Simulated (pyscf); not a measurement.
7 gas-phase steps of one pattern: four-centre exchange on the singlet surface, Ge–O + H–H or H–H + O–Si or H–H + S–Sn broken and Ge–H + H–O or H–O + H–Si or H–S + H–Sn formed. Single points on ωB97X-D3(BJ)/def2-SVP structures (PySCF, gas phase). Electronic energies in kcal/mol, from the separated reactants; ΔE‡ at ωB97M-D3(BJ)/def2-TZVP, beside the barrier at PBE/def2-TZVP on the same structures. Rows were drawn at random from the steps of this pattern with a verified saddle, stable references and no exit in the data more than 5 kcal/mol lower.

```csv
row,step,ΔE‡(PBE),ΔE‡
1,HO–Ge(Cl)(Cl)–Cl (SMILES [OH][Ge]([Cl])([Cl])[Cl]) + H₂ (SMILES [H][H]) → Cl–GeH(Cl)–Cl (SMILES [Cl][GeH]([Cl])[Cl]) + H₂O (SMILES O),40.4,46.2
2,HO–GeH(Cl)–Cl (SMILES [OH][GeH]([Cl])[Cl]) + H₂ (SMILES [H][H]) -> Cl–GeH₂–Cl (SMILES [Cl][GeH2][Cl]) + H₂O (SMILES O),41.2,46.6
3,HS–SnH₂–SnH₃ (SMILES [SH][SnH2][SnH3]) + H₂ (SMILES [H][H]) → H₃Sn–SnH₃ (SMILES [SnH3][SnH3]) + H₂S (SMILES S),42.1,51.2
4,H₃C–SnH₂–SH (SMILES [CH3][SnH2][SH]) + H₂ (SMILES [H][H]) -> H₃C–SnH₃ (SMILES [CH3][SnH3]) + H₂S (SMILES S),41.8,49.4
5,HO–B(OH)–O–SiH₃ (SMILES OB(O)O[SiH3]) + H₂ (SMILES [H][H]) → HO–B(OH)–OH (SMILES OB(O)O) + SiH₄ (SMILES [SiH4]),53.8,60.3
6,HO–As(OH)–O–SiH₃ (SMILES O[As](O)O[SiH3]) + H₂ (SMILES [H][H]) → HO–As(OH)–OH (SMILES O[As](O)O) + SiH₄ (SMILES [SiH4]),45.7,52.3
7,HO–Si(Cl)(Cl)–Cl (SMILES O[Si](Cl)(Cl)Cl) + H₂ (SMILES [H][H]) -> Cl–SiH(Cl)–Cl (SMILES Cl[SiH](Cl)Cl) + H₂O (SMILES O),49.3,?
```

Question: Fit ΔE‡ = a + b·ΔE‡(PBE) to the other rows and predict row 7.

Answer: Over the 6 complete rows the means are +44.2 (ΔE‡(PBE)) and 51.0 (ΔE‡); least squares gives b = 0.98 and a = 7.7 kcal/mol, with residuals of 1.2 kcal/mol (root mean square; largest 2.2, row 3). For row 7: 7.7 + 0.98 × (+49.3) = 56.0 kcal/mol. The computed barrier is 55.1 kcal/mol, 0.9 under the line. The line follows the complete rows closely. Each barrier is that of the saddle found. Elements up to Kr have no core potential and no relativistic terms here. Elements past Kr carry the def2 core potentials, without spin-orbit coupling.
